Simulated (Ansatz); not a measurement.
We consider 2H WSe2, described by r²SCAN in Ansatz (PAW).

Run with plane-wave cutoff 600 eV, 12×12×4 k mesh (along the axes of the cell as run), no spin polarisation, scalar-relativistic PAW data made under PBE.

Computed at the level's own relaxed cell.

```yaml
crystal:
  lattice:
    - [3.31522, 0.00000, 0.00000]
    - [-1.65761, 2.87106, 0.00000]
    - [0.00000, 0.00000, 13.71782]
  atoms:
    - { symbol: W, position: [0.66667, 0.33333, 0.75000] }
    - { symbol: W, position: [0.33333, 0.66667, 0.25000] }
    - { symbol: Se, position: [0.66667, 0.33333, 0.37113] }
    - { symbol: Se, position: [0.33333, 0.66667, 0.87113] }
    - { symbol: Se, position: [0.33333, 0.66667, 0.62887] }
    - { symbol: Se, position: [0.66667, 0.33333, 0.12887] }
```

### Question
Give the elastic tensor (Voigt notation, GPa, ions relaxed, in the Cartesian axes of the cell as printed).

### Answer

```
  188.8    39.5     4.7     0.0     0.0     0.0
   39.5   188.8     4.7     0.0     0.0     0.0
    4.7     4.7    20.1     0.0     0.0     0.0
    0.0     0.0     0.0     7.8     0.0     0.0
    0.0     0.0     0.0     0.0     7.8     0.0
    0.0     0.0     0.0     0.0     0.0    74.6
```

Note: the cell comes from a level without a dispersion term, which matters for the spacing of layers, chains or molecules; the cell has widely spaced layers and the level no dispersion term, so their spacing and the moduli can rest on weak binding.

Spin–orbit coupling is not included.

Static lattice: no zero-point or thermal effects.

Ansatz is an electronic-structure program.
